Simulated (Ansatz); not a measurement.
# CHNSi (quintet): from Hartree-Fock to the top rungs, cc-pVTZ

Aim: climb from Hartree-Fock through coupled cluster for CHNSi (quintet) at one geometry and basis, and see what each rung misses.

Computed with Ansatz 0.2.0, Gaussian basis. Level: cc-pVTZ, core rule «outside noble gas», up to 7 orbitals frozen.

To be run: UHF; CCSD(T) on ROHF; CCSD(T) on UHF; BCCD(T) on ROHF; CCSDT(Q) on ROHF; CCSDT(Q) on UHF.

6 further runs of the same task are left out: 6 set aside as unsound or not needed.

## 1. What is computed

The geometry is a PBE0/def2-TZVP stationary point (not a proven minimum) of the parent state, kept for this charge and spin.

4 atoms, charge 0, spin multiplicity 5.

Atoms are counted from 1 here; the program's logs count them from 0.

Bond lengths: C1–N2 1.210 Å, C1–H4 1.080 Å, N2–Si3 1.677 Å. Angles: N2–C1–H4 141.6°, C1–N2–Si3 175.8°.

Geometry (Å):

```
atom   x (Å)    y (Å)    z (Å)
  C1  0.0000  -0.2037   0.7974
  N2  0.0000  -0.1038  -0.4089
 Si3  0.0000  -0.0870  -2.0856
  H4  0.0000   0.3945   1.6971
```

## 2. UHF

Contents of in.yaml:

```yaml
crystal:
  periodic: [false, false, false]
  atoms:
    - {symbol: C, position_ang: [0.000003, -0.203741, 0.797438]}
    - {symbol: N, position_ang: [-0.000006, -0.103756, -0.408858]}
    - {symbol: Si, position_ang: [0.000001, -0.087034, -2.085648]}
    - {symbol: H, position_ang: [0.000003, 0.394532, 1.697068]}
basis:
  gaussian: {orbitals: cc-pVTZ}
magnetization: {spin_polarized: true, initial_magnetization: 4}
hamiltonian: {xc: hf}
output: {orbitals: {seedname: orbitals}}
```

Launch:

```console
$ ansatz run in.yaml --threads 1 --pin off --events-out ev --progress --plain --max-ram 4096MiB --backend cpu
```

Further steps of the session: CCSD(T) on ROHF; CCSD(T) on UHF; BCCD(T) on ROHF; CCSDT(Q) on ROHF; CCSDT(Q) on UHF.

**Question.** What will the summary of the whole plan be? Wanted: UCCSDT(Q) below the RHF energy; RMP2 from UCCSDT(Q); UMP2 from UCCSDT(Q); RCCSD from UCCSDT(Q); RCCSD(T) from UCCSDT(Q); UCCSD(T) from UCCSDT(Q); RCCSDT(Q) from UCCSDT(Q); T1 diagnostic.

The runs gave:

```
                         quantity                      value
   UCCSDT(Q) below the RHF energy                -11.3867 eV
              RMP2 from UCCSDT(Q)              +102.1 kJ/mol
              UMP2 from UCCSDT(Q)              +117.9 kJ/mol
             RCCSD from UCCSDT(Q)               +58.9 kJ/mol
          RCCSD(T) from UCCSDT(Q)                +5.8 kJ/mol
          UCCSD(T) from UCCSDT(Q)                +6.1 kJ/mol
         RCCSDT(Q) from UCCSDT(Q)                +0.8 kJ/mol
levels within 1 kcal/mol (43 meV)  RCCSDT, UCCSDT, RCCSDT(Q)
                    T1 diagnostic                      0.030
```

In words: RCCSD(T) lands +5.8 kJ/mol from the yardstick (0.5 % of the correlation energy). These misses are within one basis, not against nature; the frozen cores of restricted and unrestricted runs differ, which can shift their rows.
